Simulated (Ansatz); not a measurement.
O₃, relaxed as a singlet with RKS PBE-D4/def2-TZVP in Ansatz, starting from the GFN2-xTB geometry. Force threshold 0.02 eV/Å.

The structure holds 2 bonds between oxygen atoms, so isomers without such links may lie far lower. The structure comes from a short search, and lower isomers may exist.

Start:

```csv
atom,x (Å),y (Å),z (Å)
O1,0.551,-0.583,-0.741
O2,-0.342,-0.223,0.034
O3,-0.209,0.806,0.707
```

(1) Estimate the energy that the relaxation releases and the steps that it takes.

(2) Does the start keep its bonding and symmetry?

(3) Predict the relaxed structure.

Answers

(1) 0.08 eV, in 4 steps; 2.8 s on 2 threads of Arm Neoverse V1 on a shared host. No frequencies were taken in this run, so the end may be a saddle point.

(2) By distances, no bond broke or formed. The bond that changes most is O1–O2, from 1.24 to 1.27 Å (atoms count from 1). Point group C2v at the start, C2v at the end, both within 0.05 Å.

(3) 
```
atom   x (Å)   y (Å)   z (Å)
  O1   0.569  -0.589  -0.756
  O2  -0.364  -0.237   0.036
  O3  -0.205   0.826   0.720
```
Bond lengths: 2 × O–O 1.27 Å.
